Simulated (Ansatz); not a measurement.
Ideal-gas functions of AlF$_{4}$−, SMILES `[F][Al-]([F])([F])[F]` at 400 K and 1 bar, from an Ansatz frequency run at PBE0-D4/def2-TZVPD.

Molar mass 102.97 g/mol, point group Td (symmetry number 12), electronic degeneracy 1, moments of inertia 144.502, 144.504, 144.504 u Å². Harmonic wavenumbers (cm⁻¹, unscaled): 196, 196, 301, 301, 301, 615, 784, 784, 784.

Use S(trans) = R[1.5 ln M + 2.5 ln T − 1.1517]; rotational temperatures θ = 24.2544 K / I; S(rot) = R[ln(√π/σ · √(T³/θAθBθC)) + 1.5]; for each mode x = 1.438777 ν̃/T, S = R[x/(eˣ − 1) − ln(1 − e⁻ˣ)] and H = RT x/(eˣ − 1); 1 cm⁻¹ = 0.0119627 kJ/mol; R = 8.31446 J/(mol·K).

Question: By hand: the entropy, in J/(mol·K).

Answer: Translation 172.8. Rotation: θ = 0.1678, 0.1678, 0.1678 K, giving 93.6. Vibration, mode by mode: 11.39, 11.39, 8.05, 8.05, 8.05, 3.22, 2.00, 2.00, 2.00, in all 56.1. Electronic 0.0. Sum 322.5 J/(mol·K).

Question: By hand: H − E and G − E in kJ/mol, counted from the electronic energy.

Answer: Zero-point energy ½ × 4262 × 0.0119627 = 25.5; thermal vibration 12.8; translation, rotation and pV give 4 RT = 13.3. H − E = 51.6 kJ/mol, and G − E = 51.6 − 400 × 322.5/1000 = -77.4 kJ/mol.

Vibration gives 17 % of the entropy.
